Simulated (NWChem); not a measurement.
LiF; SMILES [Li][F]

Results from NWChem. Pople sets run with spherical d functions. The geometry was optimised at PBE0/def2-SVP. Level TPSS/6-31G*: energy and gradient; each run changes one setting, and changes count from the defaults (medium grid, exact Coulomb integrals, symmetry on).

### Question
Which setting moves the energy most, and by about how much (Coulomb fitting, Weigend set; tight SCF thresholds and tolerances; Coulomb fitting, Ahlrichs set; extra-fine grid; defaults)?

### Answer
Coulomb fitting, Ahlrichs set, by about 100 μHa.
```json
[
 {"setting": "defaults", "size of the energy change (μHa)": "< 10", "largest change of a gradient component (μHa/bohr)": "< 30"},
 {"setting": "tight SCF thresholds and tolerances", "size of the energy change (μHa)": "< 10", "largest change of a gradient component (μHa/bohr)": "< 30"},
 {"setting": "Coulomb fitting, Ahlrichs set", "size of the energy change (μHa)": "100", "largest change of a gradient component (μHa/bohr)": "100"},
 {"setting": "Coulomb fitting, Weigend set", "size of the energy change (μHa)": "40", "largest change of a gradient component (μHa/bohr)": "< 30"},
 {"setting": "extra-fine grid", "size of the energy change (μHa)": "< 10", "largest change of a gradient component (μHa/bohr)": "< 30"}
]
```
